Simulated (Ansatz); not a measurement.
**Worked example: correlation energy of Si–N–SiH, singlet**

Geometry: displaced at random from a stationary point.

| atom | x (Å) | y (Å) | z (Å) |
| --- | --- | --- | --- |
| Si | -0.0176 | -0.0015 | 1.6749 |
| N | -0.0185 | 0.0586 | 0.0884 |
| Si | 0.0295 | -0.0764 | -1.6480 |
| H | -0.0733 | 1.3548 | -1.9786 |

Basis cc-pVDZ; Ansatz 0.2.0. Only valence electrons are correlated (noble-gas cores frozen), which leaves 14 electrons in 44 orbitals. R marks a restricted (for open shells ROHF) determinant.

Full CI isn't at hand for all of this; RCCSDT(Q) serves as the reference, and is uncertain by the last step of the cluster series or more.

RCCSD has a T1 diagnostic of 0.024 and a largest doubles amplitude of 0.06.

Runs differ by some tens of microhartree through their thresholds, so steps under 0.03 kcal/mol mean nothing.

| level | total energy (hartree) |
| --- | --- |
| RHF | -632.849822 |
| RMP2 | -633.175041 |
| RCCSD | -633.202089 |
| RCCSD(T) | -633.218322 |
| RCCSDT | -633.219171 |
| RCCSDT(Q) | -633.221114 |

Question: What is the correlation energy at RCCSDT(Q), and what share of it do RMP2 and RCCSDT recover?

Answer: E(corr) = -633.221114 − (-632.849822) = -0.371292 hartree = -10.103 eV. RMP2: -0.325219 / -0.371292 = 87.59 %. RCCSDT: -0.369349 / -0.371292 = 99.48 %.

Question: By how many kcal/mol does RCCSD(T) miss RCCSDT(Q) (1 hartree = 627.509 kcal/mol), and which steps make up the rest?

Answer: -633.218322 − (-633.221114) = 0.002792 hartree = 1.75 kcal/mol. Steps: RCCSDT − RCCSD(T) = -0.53, RCCSDT(Q) − RCCSDT = -1.22 kcal/mol. Differences between like states or geometries often cancel part of this.
